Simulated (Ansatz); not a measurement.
# H2O2 (hydrogen peroxide): where methods fail along a bond

H2O2 has 4 atoms, charge 0, and is taken as a singlet. As SMILES, `OO`. The shape is that of a PBE0-D4/def2-TZVP optimisation.

```xyz
4

O    -0.4868   -0.5811    0.0306
O     0.0483    0.7284    0.2069
H     0.1864   -1.1170    0.4674
H     0.2521    0.9698   -0.7049
```

The O1–O2 distance is scanned; the parts on either side stay rigid. Basis STO-3G, 2 core orbitals frozen in the correlated methods; program Ansatz 0.2.0. FCI is exact within this basis and core. Energies in eV from each method's value at 1.426 Å; methods without a U are spin-restricted; a dash marks a point that is missing or didn't converge. The shape above is that at 1.426 Å.

```csv
distance (Å),SVWN5,BLYP,PBE0,CCSD(T),BCCD(T)
1.426,0.00,0.00,0.00,0.00,0.00
1.782,1.50,1.01,1.70,1.06,1.06
2.138,3.67,2.94,4.06,2.08,2.08
2.851,5.94,5.06,6.57,2.47,2.48
3.564,6.41,5.52,7.18,2.48,–
```

Q: Estimate the FCI curve, and say how far off each method is.

A: 
| distance (Å) | FCI |
| --- | --- |
| 1.426 | 0.00 |
| 1.782 | 1.05 |
| 2.138 | 2.08 |
| 2.851 | 2.50 |
| 3.564 | 2.52 |

Departure from the FCI curve at its largest: SVWN5 +3.89 eV at 3.56 Å; BLYP +3.00 eV at 3.56 Å; PBE0 +4.66 eV at 3.56 Å; CCSD(T) -0.04 eV at 3.56 Å; BCCD(T) -0.02 eV at 2.85 Å. Restricted functionals keep the electrons paired too, and rise too high.
